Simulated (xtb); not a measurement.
xtb input:

```bash
xtb mol.xyz --gfn 2 --ohess tight --chrg 0 --uhf 0
```
mol.xyz:
```
3

S      0.03284487     0.02260507     1.58982195
C      0.03076657     0.00575249     0.00738966
S      0.00770250    -0.00746391    -1.52871529
```

**Question.** Predict the final energy.

**Answer.** -8.61084 Eh (GFN2-xTB).
